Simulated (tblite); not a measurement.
C5H7 (charge +1).
Numbering: `[CH:1]#[C:2][C+:3]([CH3:4])[CH3:5]` (hydrogens: H6 on C1; H7, H8, H9 on C4; H10, H11, H12 on C5)
Bond orders are those of one Lewis drawing.

Computed with GFN2-xTB (tblite), gas phase: Langevin dynamics at 300 K from the optimised GFN2-xTB geometry, time step 0.5 fs, friction 0.01 fs⁻¹, 2000 steps. The instantaneous temperature is 2·E(kin)/(3Nk) with all 3N coordinates.

```csv
t (fs),T (K),E(pot) above start (eV),C1≡C2 (Å),C2–C3 (Å),C3–C4 (Å),C3–C5 (Å),C1–H6 (Å)
0,262,0.000,1.211,1.385,1.449,1.451,1.056
50,301,0.249,1.238,1.408,1.469,1.451,1.096
100,328,0.141,1.218,1.387,1.477,1.450,1.086
150,201,0.240,1.236,1.369,1.429,1.426,1.093
200,213,0.202,1.216,1.409,1.462,1.476,1.073
250,190,0.504,1.186,1.422,1.400,1.479,1.073
300,305,0.500,1.199,1.380,1.423,1.437,1.078
350,233,0.572,1.251,1.416,1.454,1.422,1.087
400,316,0.304,1.216,1.408,1.478,1.436,1.070
450,298,0.394,1.199,1.388,1.448,1.432,1.067
500,308,0.398,1.210,1.384,1.407,1.496,1.081
550,191,0.402,1.225,1.358,1.448,1.498,1.046
600,285,0.293,1.214,1.369,1.423,1.445,1.059
650,348,0.317,1.202,1.386,1.473,1.465,1.060
700,351,0.279,1.202,1.442,1.435,1.457,1.076
750,227,0.316,1.238,1.371,1.448,1.479,1.084
800,163,0.312,1.229,1.388,1.434,1.432,1.070
850,224,0.267,1.226,1.397,1.448,1.478,1.070
900,228,0.274,1.204,1.422,1.519,1.433,1.060
950,189,0.269,1.209,1.412,1.490,1.413,1.089
1000,268,0.358,1.228,1.373,1.427,1.441,1.090
```

Problem. From 500 fs on, how do temperature and potential energy compare with equipartition?

Solution. The mean temperature of these 11 frames is 253 K against the target 300 K, and the mean potential energy 0.32 eV against 30 × kT/2 = 0.39 eV for 30 classical harmonic modes. For 12 atoms in a canonical ensemble the temperature itself scatters by T·√(2/(3N)) = 71 K; here its standard deviation is 61 K. The whole run lasts only 10 friction times of 100 fs, so these averages carry a wide statistical error.

Problem. What are the kinetic and total energies of the listed frame with the highest potential energy?

Solution. The one at 350 fs, 0.572 eV above the start. Its kinetic energy is 3NkT/2 = 0.362 eV at 233 K, so the sum is 0.93 eV; over the listed frames the sum runs from 0.41 to 0.97 eV, since the thermostat adds and removes energy.

Problem. How much do the listed bonds fluctuate from 500 fs on?

Solution. 
```json
{"bond": "C1≡C2", "at the start (Å)": "1.211", "mean (Å)": "1.217", "standard deviation (Å)": "0.012"}
{"bond": "C2–C3", "at the start (Å)": "1.385", "mean (Å)": "1.391", "standard deviation (Å)": "0.024"}
{"bond": "C3–C4", "at the start (Å)": "1.449", "mean (Å)": "1.450", "standard deviation (Å)": "0.031"}
{"bond": "C3–C5", "at the start (Å)": "1.451", "mean (Å)": "1.458", "standard deviation (Å)": "0.027"}
{"bond": "C1–H6", "at the start (Å)": "1.056", "mean (Å)": "1.071", "standard deviation (Å)": "0.013"}
```

The motion is classical and holds no zero-point motion.

What follows is the cost of the whole dynamics run. Hardware: an Arm Neoverse V2 with one thread, shared host with 96 logical CPUs at a one-minute load of 25. Cost: 4.8 s, 0.18 GiB resident at most.
